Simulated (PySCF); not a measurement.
# NaP and its ions

PBE; PySCF, no relativity, basis sets Na aug-cc-pVDZ, P aug-cc-pV(D+d)Z. Neutral (UKS): triplet (π ↑↑), Re = 2.678 Å, ωe = 266 cm⁻¹, De = 1.43 eV, HOMO -3.80 eV, LUMO -2.70 eV.

NaP⁺ (UKS): quartet (σ ↑, π ↑↑), Re = 3.103 Å, ωe = 120 cm⁻¹, De = 0.27 eV to Na⁺ + P. The energies at the minima are -503.31265 hartree for NaP and -503.07413 for NaP⁺.

Work out the adiabatic ionisation energy, without and with harmonic zero-point energies (1 hartree = 27.2114 eV, 1 eV = 8065.5 cm⁻¹), and the change of the bond length.

At PBE: 0.23852 hartree = 6.490 eV between the minima; the zero-point term (120.0 − 266.0)/2 cm⁻¹ = -0.009 eV makes it 6.481 eV. Re changes by +42.5 pm against the neutral. The electron leaves a σ orbital, and the ion is left as a loose complex of an ion and an atom.

Weak bonds: NaP⁺. Basis-set superposition, not corrected here, can be much of De in a small basis, most of all at correlated wavefunction levels. For an ion De counts to the pair picked by the measured ionisation energies or electron affinities, which need not be the lowest pair at this level. States were picked by a PBE0 search and need not be the measured ground states.
